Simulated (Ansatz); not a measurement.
Coupled-cluster diagnostics for H₂S₃, Ansatz.

Geometry of the singlet (r2SCAN-D4/def2-TZVP):

```xyz
5

S    -1.454   -0.721    0.424
S     0.589   -0.592    0.617
S     1.271    0.906   -0.617
H    -1.503   -1.542   -0.645
H     1.098    1.949    0.221
```

Correlated methods freeze 15 core orbitals.

Estimate the CCSD(T) correlation energy, the shares of MP2 and (T), T1 and the reference's ⟨S²⟩ for: charge 0, singlet, own geometry in def2-TZVPP; charge 1, doublet, vertical in def2-TZVPP; and the rough time on 4 threads of Intel Xeon on a shared host.


| state | basis | correlation (eV) | MP2 share (%) | (T) share (%) | T1 | ⟨S²⟩ (pure) | wall time |
| --- | --- | --- | --- | --- | --- | --- | --- |
| charge 0, singlet, own geometry | def2-TZVPP | -16.479 | 87.4 | 4.8 | 0.014 | 0.00 (0.00) | 14 s |
| charge 1, doublet, vertical | def2-TZVPP | -15.597 | 85.6 | 5.0 | 0.041 | 0.77 (0.75) | 64 s |
Customary marks for T1 are 0.02 (closed shells), 0.045 (open shells) and about 0.05 (3d metals). T1 exceeds 0.02 in 1 of 2 rows and 0.045 in 0; the higher it lies, the less the single-reference result can be trusted.
